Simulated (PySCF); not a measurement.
# Gas-phase XPS of `C/C=C1C=C\1C`, computed

Species: C6H8.
Atom-mapped SMILES: `[CH3:1]/[CH:2]=[C:3]1[CH:4]=[C:5]\1[CH3:6]`

Cartesian coordinates in Å at the GFN2-xTB level; atoms count from 1:
```
atom  x, y, z in Å
C1     2.5627   -0.3405    0.2629
C2     1.1128   -0.7180    0.3525
C3     0.1325    0.0684   -0.0235
C4    -0.3783    1.3164   -0.5716
C5    -1.2677    0.3960   -0.2275
C6    -2.6588   -0.0454   -0.1085
H7     3.0271   -0.3616    1.2498
H8     2.6716    0.6589   -0.1510
H9     3.1038   -1.0422   -0.3733
H10    0.8957   -1.6992    0.7531
H11   -0.1672    2.2805   -0.9674
H12   -2.8048   -0.9585   -0.6865
H13   -2.8835   -0.2756    0.9334
H14   -3.3467    0.7202   -0.4646
```

Method used: delta-SCF UKS SCAN, pcX-2 on the ionised atom, pcseg-1 elsewhere, spin-free X2C in PySCF. Binding energies are ΔSCF values: E(core-ionised, relaxed orbitals) − E(ground state) at a fixed geometry, referred to the vacuum level.

Q: What binding energy does each computed site have?

A: 
```
atom(s)                 bonded to  level  binding energy (eV)  above the level's lowest (eV)  count
     C2  C (double bond), C and H   C 1s               289.01                           0.00      1
     C1                 C and 3 H   C 1s               290.02                          +1.01      1
     C3   C (double bond) and 2 C   C 1s               290.28                          +1.27      1
     C4  C (double bond), C and H   C 1s               290.42                          +1.41      1
     C6                 C and 3 H   C 1s               291.32                          +2.31      1
```

The listed C 1s values span 2.31 eV, from C2 (bonded to C (double bond), C and H) to C6 (bonded to C and 3 H). Summing the Pauling electronegativity differences to the bonded atoms, each weighted by its formal bond order, gives -0.35 for the lowest site and -1.05 for the highest; the largest sum, 0.00, belongs to C3, 1.04 eV below the top. The smallest sum, -1.05, belongs to C1, 1.01 eV above the lowest.

Q: Give the binding energy of C 1s of C3 in hartree and in kJ/mol.

A: 290.28 eV = 10.6676 Eh = 28008 kJ/mol.

The list is incomplete; no value stands for C 1s of C5 (hole states with ⟨S²⟩ of 1 or more are left out). Spin contamination (⟨S²⟩ against 0.75 for a pure doublet) is marked for C 1s of C4 (0.86), which makes this value less certain. Isolated species at its GFN2-xTB geometry, gas phase.
